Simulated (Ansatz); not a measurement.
**C₂H₃FOS: how energies converge with the basis set**

One table from this session's results is given with a row withheld; the runs are named, their logs left out.

Program: Ansatz 0.2.0, Gaussian basis. Level of theory: one geometry, several basis sets. These are calculated values, not measurements.

Levels to be run: PBE0-D4/def2-SVP; ωB97M-V/def2-SVP; PBE0-D4/def2-QZVPP; ωB97M-V/def2-QZVPP; the functionals' def2-TZVPP values are taken from earlier runs.

## The geometry

The geometry comes from an earlier relaxation with PBE0-D4 in a triple-zeta def2 set; it is a stationary point, not always the lowest conformer.

SMILES `FC1(S)CO1`, 8 atoms, charge 0, spin multiplicity 1.

Atoms are counted from 1 here; the program's logs count them from 0.

Bond lengths: F1–C2 1.353 Å, C2–S3 1.777 Å, C2–C4 1.452 Å, C2–O5 1.375 Å, S3–H6 1.344 Å, C4–O5 1.439 Å, C4–H7 1.086 Å, C4–H8 1.086 Å. Angles: F1–C2–S3 112.9°, F1–C2–C4 118.2°, F1–C2–O5 113.4°, S3–C2–C4 121.6°, S3–C2–O5 120.1°, C4–C2–O5 61.1°, C2–S3–H6 94.7°, C2–C4–O5 56.8°, C2–C4–H7 117.7°, C2–C4–H8 120.4°, O5–C4–H7 114.7°, O5–C4–H8 115.2°, H7–C4–H8 117.3°, C2–O5–C4 62.1°.

Set-up of the first run:

The input, in.yaml:

```yaml
crystal:
  periodic: [false, false, false]
  atoms:
    - {symbol: F, position_ang: [-0.740350, -0.454490, -1.445194]}
    - {symbol: C, position_ang: [-0.208808, 0.042433, -0.305065]}
    - {symbol: S, position_ang: [-0.082609, 1.815053, -0.315911]}
    - {symbol: C, position_ang: [0.734589, -0.782365, 0.428862]}
    - {symbol: O, position_ang: [-0.637750, -0.610631, 0.826105]}
    - {symbol: H, position_ang: [-1.410438, 2.020555, -0.355969]}
    - {symbol: H, position_ang: [0.969995, -1.762199, 0.024904]}
    - {symbol: H, position_ang: [1.467572, -0.325456, 1.086668]}
basis:
  gaussian: {orbitals: def2-SVP}
hamiltonian: {xc: pbe0, dispersion: d4}
output: {orbitals: {seedname: orbitals}}
```

Run with:

```sh
ansatz run in.yaml --threads 2 --pin off --events-out ev --progress --plain --max-ram 4352MiB
```

Among the steps run: PBE0-D4 in def2-SVP; ωB97M-V in def2-SVP; PBE0-D4 in def2-QZVPP; ωB97M-V in def2-QZVPP.

One table of the session follows, with a row left open; its other results are not shown here.

| functional | basis | HOMO (eV) | LUMO (eV) |
| --- | --- | --- | --- |
| PBE0-D4 | def2-SVP | -7.56 | 0.69 |
| PBE0-D4 | def2-TZVPP | -7.68 | 0.15 |
| PBE0-D4 | def2-QZVPP | -7.73 | -0.03 |
| ωB97M-V | def2-SVP | -9.82 | 2.76 |
| ωB97M-V | def2-TZVPP | -9.96 | 2.12 |
| ωB97M-V | def2-QZVPP | ? | ? |

Estimate the missing values for ωB97M-V, def2-QZVPP.

**Answer.** HOMO (eV): -10.01; LUMO (eV): 1.67. In the column «HOMO (eV)» it is the lowest.
